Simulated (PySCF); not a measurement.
Quadrupolar nuclei of `COC(=O)[O-]` in NMR

Compound: C2H3O3 (charge -1).
Geometry (PBE0-D3(BJ)/def2-SVP, Å), atoms numbered from 1 in this order:
```xyz
8
C2H3O3 angstrom
C     -1.011   -0.220   -0.009
O      0.174   -0.399    0.678
C      1.367    0.243    0.132
O      1.197    0.893   -0.906
O      2.354    0.014    0.823
H     -1.439   -1.191   -0.345
H     -0.839    0.415   -0.897
H     -1.784    0.264    0.630
```

Computed at PBE0/pcSseg-1 (PySCF, non-relativistic):

```
atom                               environment  nucleus  spin I    Q (b)  CQ = χzz (MHz)      η
  O2  oxygen singly bound to a carbonyl carbon      17O     5/2  -0.0256         -11.536  0.630
  O4                        oxygen bonded to C      17O     5/2  -0.0256           7.289  0.765
  O5                        oxygen bonded to C      17O     5/2  -0.0256           8.059  0.598
```

Q: Work back to Vxx, Vyy and Vzz; CQ/MHz = 234.96 (Q/b)(Vzz/au).

A: Vxx = −Vzz(1 − η)/2 and Vyy = −Vzz(1 + η)/2, in au:

```json
{"atom": "O2", "Vxx (au)": "-0.355", "Vyy (au)": "-1.563", "Vzz (au)": "1.918", "Vzz (10²¹ V/m²)": "18.64"}
{"atom": "O4", "Vxx (au)": "0.142", "Vyy (au)": "1.070", "Vzz (au)": "-1.212", "Vzz (10²¹ V/m²)": "-11.78"}
{"atom": "O5", "Vxx (au)": "0.269", "Vyy (au)": "1.070", "Vzz (au)": "-1.340", "Vzz (10²¹ V/m²)": "-13.02"}
```

Q: Give the quadrupolar product PQ = |CQ|√(1 + η²/3), the quadrupolar frequency νQ = 3|CQ|/[2I(2I − 1)] and the Larmor frequency ν0 = |g| × 7.62259 MHz/T × B at 28.2 T, with g(17O) = −0.75752.

A: 
```csv
atom,PQ (MHz),νQ (MHz),ν0 (MHz),νQ/ν0
O2,12.27,1.730,162.83,0.011
O4,7.969,1.093,162.83,0.007
O5,8.525,1.209,162.83,0.007
```

For O2: PQ = 11.54 × 1.0640, νQ = 11.54 × 0.1500, ν0 = 5.7742 MHz/T × 28.2 T.

Q: For half-integer spins with νQ below a tenth of ν0, find the second-order shift of the centre of gravity of the central transition at 28.2 and 35.2 T.

A: From −(3/40)(PQ/ν0)²[I(I + 1) − 3/4]/[I(2I − 1)]², which goes as 1/B² (ppm):

| site | 28.2 T | 35.2 T |
| --- | --- | --- |
| 17O at O2 | -34.1 | -21.9 |
| 17O at O4 | -14.4 | -9.22 |
| 17O at O5 | -16.4 | -10.6 |

Q: In the extreme-narrowing limit, with isotropic tumbling and one correlation time, the quadrupolar linewidth goes as PQ². What relative widths follow for the 17O sites?

A: O2 1, O5 0.48, O4 0.42, with O2 as 1.

One conformer (not necessarily the lowest) at the PBE0-D3(BJ)/def2-SVP geometry, without solvent, vibrations or thermal averaging. The pcSseg-1 basis has no diffuse functions, a weakness for an anion. With so small a basis the couplings can be 20 % off.

The run behind these numbers computed NMR shieldings as well. Hardware: one thread, Arm Neoverse V2 (aarch64), shared host. Cost: 5.2 s wall, 0.45 GiB resident at most.
